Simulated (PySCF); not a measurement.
Molfile (atoms numbered from 1):
```
C3H2O
     RDKit          3D

  6  6  0  0  0  0  0  0  0  0999 V2000
    1.7931    0.9859    0.0627 O   0  0  0  0  0  0  0  0  0  0  0  0
    0.7468    0.4070    0.0215 C   0  0  0  0  0  0  0  0  0  0  0  0
   -0.0273   -0.7872   -0.0192 C   0  0  0  0  0  0  0  0  0  0  0  0
   -0.6757    0.3838   -0.0243 C   0  0  0  0  0  0  0  0  0  0  0  0
   -0.1580   -1.8618   -0.0374 H   0  0  0  0  0  0  0  0  0  0  0  0
   -1.6556    0.8437   -0.0492 H   0  0  0  0  0  0  0  0  0  0  0  0
  1  2  2  0
  2  3  1  0
  3  4  2  0
  4  2  1  0
  3  5  1  0
  4  6  1  0
M  END
```

PySCF 2.14 calculation with geometry: PBE0-D3(BJ)/def2-TZVP and GIAO PBE0/pcSseg-2 shieldings; one conformer, no relativistic terms, averaged over atoms made equivalent by symmetry, fast rotation or ring inversion, isolated molecule.

Referencing at the same level of theory: 13C (σref 186.03), 1H (σref 31.52) against TMS; H2O for 17O (σref 329.54).

```json
{"atoms": "O1", "nucleus": "17O", "count": "1", "δ (ppm)": "309.8"}
{"atoms": "C2", "nucleus": "13C", "count": "1", "δ (ppm)": "?"}
{"atoms": "C3/C4", "nucleus": "13C", "count": "2", "δ (ppm)": "172.3"}
{"atoms": "H5/H6", "nucleus": "1H", "count": "2", "δ (ppm)": "?"}
```

Problem. Fill in the missing shifts.

Solution. 
- C2: 154.5 ppm, ring carbonyl carbon
- H5/H6: 9.32 ppm, hydrogen on a unsaturated ring CH

Shifts are as computed. Against solution values, carbons near 30 ppm lie about +3 ppm off and those near 130 ppm about +9 ppm. Of 1211 compounds with measured shifts, 218 miss one by over three times the rms of a fit or turn the order of signals round; such compounds aren't used in these exercises. Unscaled 17O shifts of doubly bonded oxygen tend to come out too high, by tens of ppm or more. Experimental scales use liquid or dissolved standards, which lie at an offset from isolated H2O (liquid H2O: subtract about 36 ppm).
